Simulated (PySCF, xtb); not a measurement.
Bond stretch in SMILES CCCl (C₂H₅Cl). The C2–Cl8 bond (C2 also carries C, H, H; Cl8 carries nothing else) is stretched with both fragments frozen at the PBE0/def2-TZVP optimised geometry.

- GFN1-xTB (xtb)
- UKS-LDA (SVWN5) = unrestricted LDA (SVWN5)/cc-pVDZ in PySCF 2.14.0
- RKS-LDA (SVWN5) = PySCF with restricted LDA (SVWN5)/cc-pVDZ
- UHF/3-21G = unrestricted Hartree-Fock/3-21G (PySCF)

Energies are in kcal/mol, each relative to the lowest point of its own curve near equilibrium.

```
R / Å  GFN1-xTB  UKS-LDA (SVWN5)  RKS-LDA (SVWN5)   UHF/3-21G
-----  --------  ---------------  ---------------  ----------
1.35      117.1            108.6            108.6       146.2
1.43       65.3             61.7             61.7        90.0
1.53       27.5             26.6             26.6        45.4
1.60       12.7             12.6             12.6        25.9
1.67        4.3              4.5              4.5        13.2
1.72        1.3              1.5              1.5  (withheld)
1.79        0.0              0.0              0.0         2.2
1.85        1.0              0.7              0.7  (withheld)
1.88        2.0              1.5              1.5         0.0
1.98        7.5              6.0              6.0         1.6
2.07       14.2             11.6             11.6         5.5
2.22       27.3             22.6             22.6  (withheld)
2.39       42.7             35.5             35.5        26.9
2.67       64.6             55.0             55.0  (withheld)
2.98       81.8             72.4             72.4        45.1
3.21       90.1             82.4             82.4  (withheld)
3.54       97.2             91.3             93.3        49.2
3.95          —             97.2                —        50.2
4.36          —            100.3                —  (withheld)
4.81          —            102.0                —        50.8
5.41          —            103.1                —        50.9
6.20          —            103.6                —        50.9
```

**Question.** Some entries are withheld; supply them.

**Answer.** 
- 1.72, UHF/3-21G: 7.2
- 1.85, UHF/3-21G: 0.3
- 2.22, UHF/3-21G: 15.0
- 2.67, UHF/3-21G: 38.7
- 3.21, UHF/3-21G: 47.5
- 4.36, UHF/3-21G: 50.6

Dashes: no converged value, or the column stops at the first point that the program doubted or that broke a chosen test of continuity, which isn't proof of a fault.

The unrestricted determinant behind UKS-LDA (SVWN5) is spin-contaminated at 3.21 to 6.20 Å (<S²> up to 0.8, against 0.00 for a pure singlet). At the longest distance UKS-LDA (SVWN5) leaves fractional charges on the fragments, a sign of delocalisation error or of the restricted form. The restricted form behind RKS-LDA (SVWN5) keeps the bonding electrons paired and can't separate into open-shell fragments. The unrestricted determinant behind UHF/3-21G is spin-contaminated at 2.39 to 6.20 Å (<S²> up to 1.0, against 0.00 for a pure singlet).
